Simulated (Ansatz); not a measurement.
Mulliken charges of `C=NC=O` from B3LYP/def2-TZVPP in Ansatz (PBE0-D4/def2-TZVP geometry).

```
atom   x (Å)   y (Å)   z (Å)  charge (e)
  C1  -0.759   0.847   0.010      -0.073
  N2   0.418   0.483   0.265      -0.138
  C3   0.848  -0.815   0.015       0.171
  O4   0.963  -1.298  -1.077      -0.268
  H5  -1.525   0.165  -0.373       0.101
  H6  -1.043   1.886   0.175       0.128
  H7   1.159  -1.336   0.939       0.080
```

Q: By hand: the dipole of these point charges (1 e Å = 4.8032 D).

A: Σ q r = (-0.310, 0.231, 0.314) e Å, of length 0.498 e Å = 2.39 D.

Q: How does the dipole of the full density compare? (Best estimate.)

A: Computed: (-0.443, 0.226, 0.357) e Å, 2.94 D; the point charges give 0.81 times that, at 8° from its direction.

Point charges leave out the atoms' own dipoles, such as those of lone pairs, and Mulliken's split depends on the basis, so the two needn't agree.

B3LYP here is the variant with VWN-RPA as its local correlation; programs differ in this.
